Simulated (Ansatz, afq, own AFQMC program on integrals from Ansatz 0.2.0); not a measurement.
## Breaking Si2–F3 in CH$_{6}$ClFGeSi, singlet

```xyz
11

C    -0.8062   -1.2675    0.9755
Si    0.5463   -0.5447   -0.0719
F     1.9452   -0.6509    0.7552
Cl    0.7733   -1.7023   -1.7752
Ge    0.2656    1.7165   -0.7454
H    -0.9137   -0.6998    1.9129
H    -0.5723   -2.3142    1.2247
H    -1.7667   -1.2448    0.4388
H     0.1464    2.6370    0.4838
H     1.4662    2.1638   -1.5942
H    -1.0188    1.8499   -1.5835
```

Products: CH6ClGeSi (doublet; CH3–Si(–Cl)–GeH3) and F (doublet), each relaxed with PBE0/def2-SVP like the molecule; electronic energies without zero-point terms. Determinants: RHF, UHF and UHF in that order.

Basis def2-SVP. Only valence electrons are correlated. Ansatz 0.2.0 and our own AFQMC program on the same integrals; the CISD trial comes from CCSD amplitudes, and released means the phaseless constraint is let go. ± is one standard error of the sampling. No spin–orbit coupling. The errors of all members are added in quadrature.

No full CI on the walks' own integrals is used here. The released AFQMC energy serves as the reference, which it does only where one determinant dominates, the energy is flat over the last release times and near the phaseless one (40 meV or 2 meV an electron, half that with transition metals). On small molecules, where full CI could be run and the noise was under 10 meV, such values lay within 10 meV of it in 19 cases of 20, a flattering rate, since the rule was set on those same cases; what remains of the bias isn't in the error bar. Each member takes its own surest rung, up to full CI.

The best estimate is CCSD(T) at the basis-set limit (CBS: def2-TZVPP and def2-QZVPP, with their diffuse functions for anions and beside diffuse sets, MP2 extrapolated, CCSD(T) minus MP2 from TZVPP) plus the step from CCSD(T) to AFQMC with the constraint released in def2-SVP. Rows without CBS are in def2-SVP, the functionals in def2-TZVP; B2PLYP and the wave-function rows carry a basis error of their own. Core correlation and relativity beyond core potentials are missing, and ± holds the sampling alone.

Cautions: inner d shell frozen; no relativity below Rb; no spin-orbit coupling; CH₆ClFGeSi (singlet): the released value is read at 0.63 1/Eh with a noise of 16 meV, more than in the cases checked, later times being too noisy (meV from the phaseless value at times in 1/Eh: -6 ± 13 at 0.21, 0 ± 11 at 0.42, -3 ± 16 at 0.63, -10 ± 25 at 0.90); CH₆ClGeSi (doublet): the released value is read at 0.90 1/Eh with a noise of 10 meV, more than in the cases checked (meV from the phaseless value at times in 1/Eh: -17 ± 11 at 0.21, -27 ± 8 at 0.42, -28 ± 10 at 0.63, -32 ± 10 at 0.90).

```json
{"level": "PBE", "bond energy (eV)": "6.568"}
{"level": "B2PLYP", "bond energy (eV)": "6.570"}
{"level": "CCSD", "bond energy (eV)": "6.114"}
```

Problem. From these cheaper values, estimate the bond energy at the level of the best estimate.

Solution. 6.729 ± 0.019 eV (best estimate, highest rung released AFQMC).

| level | bond energy (eV) | error against the best estimate (eV) |
| --- | --- | --- |
| HF | 4.824 | -1.905 ± 0.019 |
| MP2 | 6.481 | -0.249 ± 0.019 |
| CCSD(T) | 6.156 | -0.574 ± 0.019 |
| ph-AFQMC/CISD | 6.172 ± 0.013 | -0.558 ± 0.023 |
| released AFQMC | 6.136 ± 0.019 | -0.594 |
| HF/CBS | 5.023 | -1.706 ± 0.019 |
| MP2/CBS | 7.094 | 0.365 ± 0.019 |
| CCSD(T)/CBS | 6.746 | 0.016 ± 0.019 |
| r2SCAN | 6.507 | -0.222 ± 0.019 |
| PBE0 | 6.393 | -0.337 ± 0.019 |
| B3LYP | 6.454 | -0.275 ± 0.019 |
| wB97M-V | 6.717 | -0.012 ± 0.019 |

Correlation beyond CCSD(T) changes it by less than twice the noise. Going to the basis-set limit adds 0.590 eV at CCSD(T). The perturbative (T) step is worth +0.042 eV.

Best estimates are given only where the step beyond CCSD(T) is under 0.3 eV and no member's determinant is very poor (T1 over 0.05, or 0.07 for open shells, ⟨S²⟩ too high by 0.3, two states mixed), so the hardest cases are missing from such tables.

The functionals ran in a triple-zeta set and keep a basis error of their own, a few kJ/mol for each bond in atomization energies and more for double hybrids, so close places among them and the extrapolated levels can swap.

Each member of a difference takes its own highest rung, so a best estimate needn't equal the limit plus the step of one row. Released energies are given only where the last usable release times agree within the noise; a slower fall can still hide under it.
